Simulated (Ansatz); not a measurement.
A calculation on antifluorite Mg2Si returned lattice constant a 6.260 Å, bulk modulus 59.0 GPa, cohesive energy 3.11 eV/atom, formation enthalpy -0.173 eV/atom.

For reference: bulk modulus 55 GPa (measured, temperature not stated, no zero-point or thermal correction, our sources range from 47.0 to 55.0; as tabulated in Råsander and Moram (2015), arXiv:1505.02379); formation enthalpy -0.269 eV/atom (measured, 298 K, copied from a table, unchecked, not corrected to a static lattice; as tabulated in Wang et al. (2021), doi:10.1038/s41598-021-94550-5).

### Question
Which level of theory produced these numbers?
(A) LDA (Ansatz, a first-principles code)
(B) rVV10 (Ansatz)
(C) PBE0 (Ansatz)
(D) B3LYP (VWN-RPA form) (Ansatz)

### Answer
A, LDA (Ansatz)

The others give: PBE0 6.333 Å, 58.6 GPa, 2.73 eV/atom, -0.197 eV/atom; rVV10 6.359 Å, 52.9 GPa, 2.64 eV/atom, -0.131 eV/atom; B3LYP (VWN-RPA form) 6.364 Å, 55.0 GPa, 2.18 eV/atom, -0.269 eV/atom.

Unless a cell is named, each level is at its own relaxed cell (B3LYP (VWN-RPA form) 21.48, LDA 20.44, PBE0 21.17, rVV10 21.43 Å³/atom).

Ansatz's density-functional and Hartree–Fock values are scalar-relativistic unless marked +SOC, with PAW data made under PBE.
